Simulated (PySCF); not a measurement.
# Trend along the second period: MB molecules

r²SCAN with double-zeta basis sets in PySCF, for the lowest determinant that a PBE0 search found; no spin–orbit coupling. De refers to high-spin ground-configuration atoms. A positive dipole means M(−)B(+).

```
 M       basis  state (unpaired electrons)  Re (Å)  ωe (cm⁻¹)  De (eV)  μ (D)
Li   def2-SVPD          triplet (σ ↑, π ↑)   2.150        550     1.62  -5.82
 C     cc-pVDZ         quartet (σ ↑, π ↑↑)   1.501       1170     4.72   1.29
 N  x2c-SVPall          triplet (σ ↑, π ↑)   1.323       1597     4.94   1.94
 O     cc-pVDZ               doublet (σ ↑)   1.212       1882     8.57   2.08
 F  x2c-SVPall      singlet (closed shell)   1.267       1404     7.89  -1.27
```

The shortest bond is that of BO (1.212 Å), the longest that of LiB (2.150 Å). BO is bound most strongly (8.57 eV) and LiB least (1.62 eV).

The rows differ in basis set, which adds steps of its own.

The state changes along the series, so neighbouring rows are not always alike in their bonding.

States were picked by a PBE0 search and need not be the measured ground states.
